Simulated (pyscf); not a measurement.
PySCF, gas phase, ωB97X-D3(BJ)/def2-SVP geometries.

Estimate the classical barrier height and the reaction energy of `[GeH3]` [doublet] + `[NH3]` → `[GeH4]` + `[NH2]` [doublet] at PBE/def2-TZVP. The step runs on the doublet surface, breaks H–N and forms Ge–H; take the separated reactants as zero.

ΔE‡ = 22.5 kcal/mol, ΔE = +26.7 kcal/mol. CCSD(T)/def2-TZVPP + ΔMP2(QZVPP) gives 27.7 kcal/mol and +24.1 kcal/mol. Zero-point energy shifts the barrier by -2.5 kcal/mol. It is a hydrogen abstraction, with an imaginary mode of 588i cm⁻¹. At PBE this geometry lies under the product side: in single points on another level's saddle the reverse barrier vanishes, and the forward threshold there is about the reaction energy. This is the saddle that the search found; another between the same sides may lie lower. The angle at the transferred H is 157°. The CCSD(T) − MP2 part came from Ansatz, without density fitting, on the same reference. The frozen core leaves the outer d or s,p core shells of the metals and heavy elements correlated in the MP2 and CC values, and def2-TZVPP describes them poorly, which can shift differences by a few kcal/mol. Elements up to Kr have no core potential and no relativistic terms here.
